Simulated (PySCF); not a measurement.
Telling isomers of C$_{4}$H$_{10}$O apart by NMR

No solvent, relativity neglected, equivalent nuclei averaged, a single conformation. J couplings at B3LYP/pcJ-1 (spin–dipole term left out of most H,H and C,H couplings); PBE0/pcSseg-1 with gauge-including orbitals; structure optimised with PBE0-D3(BJ)/def2-SVP; PySCF 2.14.

References, each an isolated molecule treated in the same way: 1H and 13C vs TMS. Multiplet labels drop J under 1 Hz and among equivalent protons, and merge close values. Unscaled 3J(H,H) run several per cent high. Shifts are as computed. Against solution values, carbons near 30 ppm lie about +2 ppm off and those near 130 ppm about +4 ppm. Of 246 compounds with measured shifts, 49 miss one by over three times the rms of a fit or turn the order of signals round; such compounds aren't used in these exercises. Across acyclic CH2–CH2 and CH–CH2 bonds, 3J(H,H) assumes equally populated rotamers. OH and NH positions are gas-phase values without hydrogen bonding to other molecules.

(1) Tabulate the signals of `CCCOC`, `CC(C)CO` and their relative energies.

(2) What is the quickest way to tell CCCOC from CC(C)CO?

Answers

(1) 
```tsv
SMILES	carbon types	δC	δH	E rel. (kcal/mol)
CCCOC	2×CH2 2×CH3	77.3, 59.3, 26.2, 11.3	3.29 (s, 3H), 2.94 (t, 2H), 1.51 (sext, 2H), 0.86 (t, 3H)	8.5
CC(C)CO	1×CH 1×CH2 2×CH3	72.1, 31.8, 20.3	3.36 (d, 2H), 1.60 (sept of t, 1H), 0.90 (d, 6H), 0.13 (br s, 1H)	0.0
```

Energies are electronic energies at PBE0/pcSseg-1 on these geometries, without zero-point or thermal terms, each for the one conformer computed, which needn't be the lowest.

(2) Count the carbon signals: 4 against 3. The first has an sp3 CH2 at 26.2 ppm, the second an sp3 CH at 31.8 ppm. Their most deshielded carbons lie at 77.3 and 72.1 ppm.
